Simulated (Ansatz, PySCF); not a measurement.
Reaction: H2O2 (hydrogen peroxide, SMILES OO) → H2O2+ (parent SMILES OO, doublet) + e-
Each species at its own B3LYP-D3(BJ)/def2-TZVP minimum (Ansatz, a program for electronic structure).

Quantity: adiabatic ionisation energy (0 K, zero-point energies from PySCF's Hessians at B3LYP-D3(BJ)/def2-TZVP), in eV. UHF or UKS for unpaired electrons; spin-orbit terms are left out. CBS(X,Y): correlation extrapolated as X^-3, Hartree-Fock from the larger set (Q,5: extrapolated as (X+1)exp(-9√X)). A bracket is a step between two methods taken in the basis named. Functionals run without relativity, which enters their misses. 'core' is core correlation in cc-pwCVTZ, 'X2C' scalar relativity in cc-pVTZ-DK, both at CCSD(T).

Measured: 10.58 eV (CCCBDB table in ASE).

Problem. How far off this value is PBE/def2-TZVPD (Ansatz), in which direction, and which of these levels come nearer: r2SCAN/def2-TZVPD, B3LYP/def2-TZVPD, CCSD(T)/CBS(cc-pVQZ,cc-pV5Z) + core + X2C?

Solution. PBE gives 10.27 eV, 0.31 eV below it. Errors of the others: r2SCAN/def2-TZVPD (Ansatz) -0.29; B3LYP/def2-TZVPD (Ansatz) -0.05; CCSD(T)/CBS(cc-pVQZ,cc-pV5Z) + core + X2C (Ansatz) 0.09; CCSD(T)/CBS(cc-pVQZ,cc-pV5Z) + [CCSDT(Q) - CCSD(T)]/cc-pVTZ + core + X2C (Ansatz) 0.08 eV. Nearer than PBE: r2SCAN/def2-TZVPD, B3LYP/def2-TZVPD, CCSD(T)/CBS(cc-pVQZ,cc-pV5Z) + core + X2C, CCSD(T)/CBS(cc-pVQZ,cc-pV5Z) + [CCSDT(Q) - CCSD(T)]/cc-pVTZ + core + X2C.
